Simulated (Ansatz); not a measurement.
`[SH][AlH][SH]` + H–F → `[F][AlH][SH]` + H₂S at 400 K and 1 bar (ligand exchange at the Al–S bond).

Calculated with Ansatz (gas phase, PBE0-D4/def2-TZVP geometries, no zero-point term in ΔE). CCSD(T)/CBS is frozen-core, at the limit of the def2 triple- and quadruple-zeta sets. Each species was taken in one conformer, which may not be the lowest.

| species | CCSD(T)/CBS energy (Eh) | H − E (kJ/mol) | S (J/(mol·K)) |
| --- | --- | --- | --- |
| `[SH][AlH][SH]` | -1039.44978 | 94.4 | 336.2 |
| H–F | -100.39431 | 36.5 | 182.2 |
| `[F][AlH][SH]` | -740.89908 | 71.8 | 313.9 |
| H₂S | -398.97119 | 53.4 | 215.9 |

H − E and S are ideal-gas, rigid-rotor, harmonic terms from PBE0-D4/def2-TZVP, for one conformer and one mirror image of each species. 1 Eh = 2625.50 kJ/mol, R = 8.31446 J/(mol·K).

Task: By hand: ΔE, ΔH, ΔS and ΔG.

Result: ΔE = (-740.89908) + (-398.97119) − (-1039.44978) − (-100.39431) = -0.02618 Eh = -68.7 kJ/mol. Δ(H − E) = 71.8 + 53.4 − 94.4 − 36.5 = -5.7, so ΔH = -74.4 kJ/mol. ΔS = 313.9 + 215.9 − 336.2 − 182.2 = 11.4 J/(mol·K). ΔG = -74.4 − 400 × (11.4)/1000 = -79.0 kJ/mol.

Task: By hand: the equilibrium constant, and the temperature at which ΔG would vanish if ΔH and ΔS stayed fixed.

Result: log₁₀ K = −ΔG/(RT ln 10) = 10.3. ΔH and −TΔS have one sign here, so there is no such temperature.

The number of gas molecules stays the same, so ΔS is small and ΔH decides. A doubt of 5 kJ/mol in ΔE shifts log₁₀ K by 0.7 here. Other conformers and mirror images would add mixing entropy, several J/(mol·K) or more a flexible species. These are equilibria of isolated gas molecules and say nothing of rates. Largest T1 diagnostic: 0.012 (customary marks: 0.02 for closed shells, 0.045 for open ones).

ΔS is within the doubt of such terms, so its sign, and with it that verdict, could turn.
